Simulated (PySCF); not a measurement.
**Löwdin shares of the frontier orbitals**

C5H7N.
Structure used (PBE0-D3(BJ)/def2-SVP), in Å, numbered top down from 1:
```
atom  x, y, z in Å
C1    -1.974   -0.135    0.272
C2    -0.542   -0.334   -0.091
C3     0.494   -0.076    0.711
C4     1.931   -0.292    0.323
C5     2.717    0.940    0.365
N6     3.323    1.924    0.412
H7    -2.537   -1.080    0.194
H8    -2.459    0.575   -0.418
H9    -2.086    0.249    1.296
H10   -0.340   -0.722   -1.098
H11    0.319    0.319    1.718
H12    2.414   -1.015    1.004
H13    2.000   -0.717   -0.691
```

Theory: PySCF 2.14.0, density-fitted response routines, TDDFT B3LYP/def2-SVPD, vertical, gas phase, core orbitals frozen in the response.

Frontier orbitals with the atoms that hold most of them (Löwdin shares over 4%, at most four atoms; ? is withheld):

```
orbital  ε (eV)                            atoms
 LUMO+2    0.54  N6 23%, C5 20%, H13 15%, C4 13%
 LUMO+1    0.24   C4 16%, C2 14%, C5 13%, C3 11%
   LUMO   -0.49                                ?
   HOMO       ?                                ?
 HOMO-1   -9.11            N6 47%, C5 35%, C4 8%
 HOMO-2   -9.17     N6 45%, C5 34%, C4 9%, C3 5%
 HOMO-3   -9.95                   N6 78%, C5 16%
```

Task: Give the leading atoms of the HOMO.

Result: C3 (bonded to 2 C and H) 36%; C2 (bonded to 2 C and H) 33%; C1 (bonded to C and 3 H) 8%; C4 (bonded to 2 C and 2 H) 6%.

Task: Which atoms hold the LUMO, and with what shares?

Result: C2 (bonded to 2 C and H) 30%; C3 (bonded to 2 C and H) 28%; C4 (bonded to 2 C and 2 H) 8%; N6 (bonded to C) 6%. By element: carbon 65% or more, nitrogen 6%.

Task: What is the HOMO energy, and the HOMO–LUMO gap?

Result: ε(HOMO) = -7.55 eV; the gap is 7.06 eV (0.2594 hartree).

Task: The HOMO–LUMO gap is 7.06 eV. Where does the response calculation put the lowest singlet, and from which orbitals?

Result: S1 is at 6.69 eV (f = 0.107), 0.37 eV below the gap, made of HOMO→LUMO+1 (57%), HOMO→LUMO (38%). Its leading pair isn't HOMO and LUMO; the energies of that pair differ by 7.79 eV. 

Next come S2 at 7.02 eV (f 0.115), HOMO→LUMO+2 (37%), HOMO→LUMO+1 (32%), HOMO→LUMO (25%); S3 at 7.22 eV (f 0.170), HOMO→LUMO+2 (55%), HOMO→LUMO (22%), HOMO→LUMO+1 (9%); S4 at 7.32 eV (f 0.0017), HOMO→LUMO+3 (97%); S5 at 7.42 eV (f 0.0098), HOMO-1→LUMO (71%).

Löwdin shares depend on the basis, the more so with diffuse functions.

One conformer stands for the species.
